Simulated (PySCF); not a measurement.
# Working out the ionisation energy of Si

Si [Ne] 3s2 3p2 (3P) → Si⁺ [Ne] 3s2 3p1 (2P). Computed with PySCF 2.14 in 6-31G* (4s3p1d, 18 functions), with no relativity, point nucleus. Frozen: [Ne]. Energies in hartree (1 hartree = 27.21139 eV):

```tsv
part	Si (lower)	Si⁺ (upper)
UHF	-288.831013	-288.550522
CCSD correlation	-0.056137	-0.051092
(T)	-0.000826	-0.000558
```

Question: What does Hartree-Fock give?

Answer: (-288.550522) − (-288.831013) = 0.280491 hartree = 7.633 eV.

Question: What do CCSD and CCSD(T) give?

Answer: The CCSD correlation energies differ by 0.005045 hartree = 0.137 eV and the triples by 0.000268 hartree = 0.007 eV, so CCSD gives 7.770 eV and CCSD(T) 7.777 eV.

Measured between the centres of the two terms (NIST): 8.157 eV, so CCSD(T) (valence) is off by -0.380 eV.

What remains against the reference includes basis incompleteness, the frozen core and higher excitations.
